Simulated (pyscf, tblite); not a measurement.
F–BH–F + hydrogen chloride (HCl) -> F–B(F)–Cl + hydrogen (H₂): energy along the mass-weighted descent from the GFN2-xTB saddle (tblite), relative to the relaxed reactant side, a complex of the molecules.

(s (amu^1/2 bohr), E (kcal/mol)): (-4.94, 0.3); (-4.78, 0.3); (-4.59, 0.4); (-4.37, 0.5); (-4.07, 0.7); (-3.70, 0.9); (-2.04, 9.0); (0.000, 38.4); (2.04, 17.1); (3.86, 8.9); (4.51, 7.4); (4.94, 6.7); (5.22, 6.3); (5.44, 6.1); (5.63, 5.9)

Task: The GFN2-xTB barrier from the reactant side is 38.4 kcal/mol. What does ωB97X-D3(BJ) (PySCF) give from its own reactant-side minimum, in def2-SVP and in def2-TZVP?

Result: 26.8 kcal/mol in the double-zeta basis after reoptimising the saddle, and 29.7 kcal/mol in the triple-zeta single point, so the tight-binding barrier lies 8.6 kcal/mol over the latter. The imaginary mode goes from 1132i to 1104i cm⁻¹.
